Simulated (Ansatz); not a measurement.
# Ta5N6: computed properties

Level of theory: DFT PBEsol, scalar-relativistic, plane waves, PAW (Ansatz).

Plane waves to 420 eV, a k mesh through Γ of 12×12×4 on the computed 22-atom cell and Gaussian smearing (0.10 eV); no spin polarisation.

The structure is relaxed at this level of theory with its symmetry kept. Whether it is the stable form of this composition wasn't checked.

```xyz
22
Lattice="5.1679 0.0000 0.0000 -2.5839 4.4755 0.0000 0.0000 0.0000 10.3420" Properties=species:S:1:pos:R:3 pbc="T T T"
Ta    0.0000    2.9837    0.0000
Ta    2.5839    1.4918    5.1710
Ta    2.5839    1.4918    0.0000
Ta    0.0000    2.9837    5.1710
Ta    1.6782    0.0000    2.5855
Ta    0.8391    1.4534    7.7565
Ta   -0.8391    1.4534    2.5855
Ta    3.4896    0.0000    7.7565
Ta    1.7448    3.0221    2.5855
Ta   -1.7448    3.0221    7.7565
N     1.7501    0.0000    6.4333
N     0.8750    1.5156    1.2623
N    -0.8750    1.5156    6.4333
N     3.4178    0.0000    1.2623
N     1.7089    2.9599    6.4333
N    -1.7089    2.9599    1.2623
N    -1.7089    2.9599    3.9087
N     1.7089    2.9599    9.0797
N     3.4178    0.0000    3.9087
N    -0.8750    1.5156    9.0797
N     0.8750    1.5156    3.9087
N     1.7501    0.0000    9.0797
```

* Space group: P6_3/mcm (No. 193)
* Volume per atom: 10.87 Å³
* Formation energy from the elements' standard states (uncorrected): -1.307 eV/atom
* Kohn–Sham band gap: none (metal)
* Density of states at the Fermi level: 8.56 states/eV per cell
* Löwdin character within 0.5 eV of the Fermi level: Ta 5d 73 %, N 2p 22 %
* Bulk modulus: 311 GPa
* Its pressure derivative: 4.2

Spin-orbit coupling is left out, which matters for the bands of heavy elements.

Cost: 9 runs of about 2.1 core-hours in all, on AMD EPYC (Zen 3) (shared hosts).